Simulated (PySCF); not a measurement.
Gas-phase reaction: Al(CH₃)₂NH₂ + 2 AlH(CH₃)₂ → C₃H₄ (propyne) + (CH₃)₃N + 3 AlH₃

Energies from PySCF, thermal terms from the rigid-rotor harmonic-oscillator model, ideal gas at 1 bar. † marks an energy on the PBE0/def2-TZVP geometry and frequencies; other levels use their own. All species are closed-shell singlets. Al(CH₃)₂NH₂, AlH(CH₃)₂, AlH₃: computed as isolated molecules; such fragments, hydroxides, amides, oligomers or adducts are transient or little studied in the gas.

LDA/def2-TZVP† gives ΔH°(298 K) = 728 kJ.

Question: What do PBE/def2-SVP, PBE/def2-TZVP†, BLYP/def2-TZVP† give?

Answer: PBE/def2-SVP: 648 kJ; PBE/def2-TZVP†: 678 kJ; BLYP/def2-TZVP†: 621 kJ. For scale, ΔH°(298 K) is 728 kJ at this level, 680 kJ at ωB97M-V/def2-TZVP†, and runs from 545 to 728 kJ over the 18 levels computed.
